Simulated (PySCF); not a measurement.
methanol (CH4O), SMILES OC.

Geometry: ωB97X-D3(BJ)/def2-TZVP.

Two levels are set side by side: PBE/def2-TZVPD (PySCF) and r2SCAN/def2-TZVPD (PySCF). Same geometry, gas phase. Differences are taken from unrounded values.

```json
[
 {"quantity": "orbital gap (eV)", "r2SCAN": "6.99", "PBE": "5.87", "PBE minus r2SCAN": "-1.12"},
 {"quantity": "highest occupied level (eV)", "r2SCAN": "-6.62", "PBE": "-6.29", "PBE minus r2SCAN": "0.33"},
 {"quantity": "lowest empty level (eV)", "r2SCAN": "0.36", "PBE": "-0.43", "PBE minus r2SCAN": "-0.79"},
 {"quantity": "dipole moment (D)", "r2SCAN": "1.61", "PBE": "1.58", "PBE minus r2SCAN": "-0.03"},
 {"quantity": "mean polarisability (bohr³)", "r2SCAN": "21.5", "PBE": "22.3", "PBE minus r2SCAN": "0.8"}
]
```

Rough cost on one machine, each run with all the roots and properties that it gave: r2SCAN against PBE about 5 times.
